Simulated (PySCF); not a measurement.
C5H5F (charge +1 and doublet state).
Cartesian coordinates in Å at the GFN2-xTB level; atoms count from 1:
```xyz
11
C5H5F angstrom
C      2.9723   -0.5111    0.0163
C      1.8476   -0.0577    0.1449
C      0.5748    0.4435    0.2858
C     -0.5572   -0.2253   -0.1746
C     -1.9247    0.2419   -0.0613
F     -0.3864   -1.3800   -0.7670
H      3.9548   -0.8887   -0.0870
H      0.4602    1.4015    0.7792
H     -2.0079    1.2038    0.4356
H     -2.5370   -0.5091    0.4579
H     -2.3912    0.2839   -1.0558
```

The species is `[CH+]=[C]/C=C(/C)F` [radical] (charge +1).

Method used: UKS B3LYP, pcH-1 on C F H, non-relativistic, mean-field spin-orbit, GIAO (PySCF 2.14.0). Isolated species at its GFN2-xTB geometry, gas phase. A GFN2-xTB geometry isn't a minimum of the functional, and hyperfine couplings can be far from their values at a DFT geometry, by a factor of two or more for some ions and for spin on atoms past the first row. The SCF solution wasn't tested for stability.

Principal values of hyperfine tensors in MHz (contact and dipolar terms together), for some of the nuclei:

```
atom  isotope      A1      A2      A3  alike by the symmetry of this geometry
 H10       1H   61.78   63.12   70.03                                     H11
  F6      19F  -70.34  -64.33  300.59                                    none
  H7       1H  -56.85  -42.95  -17.57                                    none
  C1      13C   -6.17   -0.30  109.96                                    none
  C2      13C  -47.05  -29.48  -25.90                                    none
  H8       1H  -35.57  -27.39   -9.95                                    none
  C3      13C  -12.17  -10.36   61.86                                    none
  C5      13C  -14.05  -12.29   -8.11                                    none
```

(1) Give the isotropic coupling of each nucleus in MHz and in mT (g = 2.0037), and the anisotropic part.

(2) What spin density at the nucleus of H7 lies behind its contact coupling (g_N = 5.58569)?

(3) C4 (13C, g_N = 1.40482) isn't in the table. Its spin density at the nucleus is 0.01021 bohr⁻³. What is its contact coupling?

(4) Name the largest traceless tensor T of the table and describe it.

(5) What first-order splitting does F6 cause when the field lies along A1, A2 or A3 of its tensor (g taken as isotropic, no quadrupole term)?

Results:

(1) a_iso is a third of the trace, T = A − a_iso, and a(mT) = a(MHz)/(g × 13.996).

```tsv
atom	a_iso (MHz)	a_iso (mT)	T1	T2	T3
H10	64.97	2.317	-3.20	-1.86	5.05
F6	55.31	1.972	-125.65	-119.64	245.28
H7	-39.12	-1.395	-17.73	-3.82	21.55
C1	34.50	1.230	-40.67	-34.80	75.46
C2	-34.14	-1.218	-12.91	4.66	8.25
H8	-24.30	-0.867	-11.27	-3.09	14.36
C3	13.11	0.467	-25.28	-23.47	48.75
C5	-11.48	-0.409	-2.57	-0.81	3.38
```

(2) a_FC = (2μ0/3) gₑ μB g_N μN ρ(0)/(2S·h) = 800.24 MHz × g_N × ρ(0)/(2S), with ρ in bohr⁻³. With a_FC = -39.12 MHz and 2S = 1, ρ(0) = -0.008753 bohr⁻³. In magnitude that is 2.7 % of the 1/π = 0.318 of a free hydrogen atom.

(3) By the same relation, a_FC = 11.48 MHz. Its full tensor has the principal values -13.45, -11.09, 58.98 MHz.

(4) F6: -125.6, -119.6, 245.3 MHz, nearly axial, close to the ratio −1:−1:+2.

(5) 2 lines (I = 1/2), spaced by |A_i|/(g × 13.996): 2.51, 2.29, 10.72 mT along the axes of A1, A2 and A3.

The SMILES draws the unpaired electron on C2; the largest computed Mulliken spin population is on C1 (0.47 against -0.05).
